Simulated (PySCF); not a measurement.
**How methods differ on the ionisation energy of P**

P [Ne] 3s2 3p3 (4S) → P⁺ [Ne] 3s2 3p2 (3P), as a difference of total energies. Computed with PySCF 2.14 in Sapporo-DZP-2012, with the spin-free X2C one-electron Hamiltonian (Gaussian nucleus). Correlated levels: valence: [Ne] frozen. The calculations carry no spin-orbit coupling.

| method | ionisation energy (eV) |
| --- | --- |
| UHF | 9.908 |
| BP86 | 10.520 |
| M06-2X | 10.335 |
| MP2 (valence) | 10.366 |
| SCS-MP2 (valence) | 10.213 |
| CCSD (valence) | 10.294 |
| CCSD(T) (valence) | 10.300 |

Errors of the correlated levels include the incompleteness of this basis and the frozen core.

Q: Which method comes closest to the reference value, and which is furthest?

A: The reference is 10.526 eV (measured; NIST levels, between the centres of gravity of the two terms). Closest: BP86 (error -0.006 eV); furthest: UHF (error -0.618 eV).
